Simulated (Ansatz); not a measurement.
fcc Ca, treated with HSE06-D3(BJ) in Ansatz (plane waves, PAW).

Settings: plane-wave cutoff 460 eV, 10×10×10 k mesh, Fermi–Dirac smearing 0.05 eV, scalar-relativistic PAW data made under PBE.

Computed at the level's own relaxed cell.

Task: Predict the volume per atom, bulk modulus, lattice parameter a and pressure derivative B′ of the bulk modulus.

Result: 
volume per atom: 40.80 Å³/atom
bulk modulus: 19.0 GPa
lattice parameter a: 5.465 Å
pressure derivative B′ of the bulk modulus: 3.5

Measured, for comparison: equilibrium volume per atom 42.81 Å³/atom, lattice constant a 5.553 Å (low-temperature or extrapolated to 0 K; zero-point anharmonic expansion removed; as tabulated in Csonka et al. (2009), arXiv:0903.4037); bulk modulus 18.6 GPa (corrected for temperature and zero-point phonon effects, our sources range from 15.9 to 18.7; as tabulated in Levämäki et al. (2014), arXiv:1402.3671). Computed (rounded) less measured: equilibrium volume per atom -4.7 %, bulk modulus not scored (sources differ), lattice constant a -1.6 %.

It cost about 7 core-minutes (a rough figure) of CPU time.

Ansatz is an electronic-structure program.
